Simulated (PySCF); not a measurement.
Computed with core-valence-separated Tamm–Dancoff BHandHLYP/aug-pcX-1 (pcseg-1 on H) in PySCF, non-relativistic, gas phase, PBE0-D3(BJ)/def2-SVP geometry. No empirical shift is added; at this level the pattern usually sits a few eV under experiment.

Main lines of an unknown, eV (oscillator strength): C K: 285.2 (0.023), 285.3 (0.010), 285.9 (0.056), 285.9 (0.027), 286.0 (0.022); N K: 399.4 (0.021), 400.7 (0.005), 401.1 (0.003), 401.1 (0.004), 401.5 (0.004). Listed: the first five lines at most of each edge with a tenth or more of its strongest line's intensity; roots within 0.03 eV on the same or equivalent atoms are summed. Only the lowest roots were sought, and the top ones are left out.

**Question.** Which candidate gives them?
A. `CCCN(C)C`
B. `CC(C)(NC)C`

**Answer.** B. 

- `CNC(C)(C)C`: C K: 285.2 (0.023), 285.3 (0.010), 285.9 (0.056), 285.9 (0.027), 286.0 (0.022); N K: 399.4 (0.021), 400.7 (0.005), 401.1 (0.003), 401.1 (0.004), 401.5 (0.004). First C line listed at 285.2 eV, hole on the methyl carbon; first N line listed at 399.4 eV, hole on the secondary amine nitrogen.
- `CCCN(C)C`: C K: 285.3 (0.008), 285.6 (0.014), 286.0 (0.013), 286.0 (0.027), 286.0 (0.012); N K: 400.7 (0.005), 401.1 (0.007), 401.3 (0.005), 401.5 (0.003), 401.8 (0.009). First C line listed at 285.3 eV, hole on the methyl carbon; first N line listed at 400.7 eV, hole on the tertiary amine nitrogen.

One conformer each; other structures than these candidates weren't tested.

The values belong to the conformer `[CH3:1][NH:2][C:3]([CH3:4])([CH3:5])[CH3:6]`: C1–N2–C3–C4 -59°.
